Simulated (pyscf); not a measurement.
:HC–SeH [singlet] + hydrogen (H₂) -> H₂C=Se + hydrogen (H₂), a concerted two-bond exchange (singlet surface; H–Se, H–H broken, C–H, H–H formed). Single points on ωB97X-D3(BJ)/def2-SVP structures (PySCF, gas phase). Energies in eV from the separated reactants.

Small-basis levels: PySCF, no dispersion term, spherical d functions. AM1 to PM7: differences of heats of formation from MOPAC, which are fitted to 298 K values and so differ in kind from electronic energies by zero-point and thermal terms. 

```csv
level,barrier,reaction energy
HF/6-31G*+LANL2DZ,1.43,-2.53
MP2/6-31G*+LANL2DZ,0.63,-3.11
SVWN5/6-31G*+LANL2DZ,-0.47,-2.79
B3LYP/3-21G,0.23,-2.81
M06-2X/6-31G*+LANL2DZ,0.46,-2.70
B3LYP/6-311+G**+LANL2DZ,0.58,-2.26
PBE/def2-SVP,0.10,-2.13
B3LYP/def2-SVP,0.47,-2.16
AM1,?,-2.87
PM3,0.24,-2.71
PM6,1.03,-1.89
PM7,1.07,-2.17
ωB97M-D3(BJ)/def2-TZVP,?,-2.07
```

Task: What belongs in the gaps?

Result: 
- AM1, barrier: 0.75
- ωB97M-D3(BJ)/def2-TZVP, barrier: 0.67

Against the last row the barrier runs from -1.14 (SVWN5/6-31G*+LANL2DZ) to +0.76 eV (HF/6-31G*+LANL2DZ). At SVWN5/6-31G*+LANL2DZ this geometry lies under one side, so the entry may be no barrier of that level: it is a single point on another level's saddle. ωB97M-D3(BJ)/def2-TZVP has limits of its own. This is the saddle that the search found; another between the same sides may lie lower. In the def2 sets elements up to Kr have no core potential.
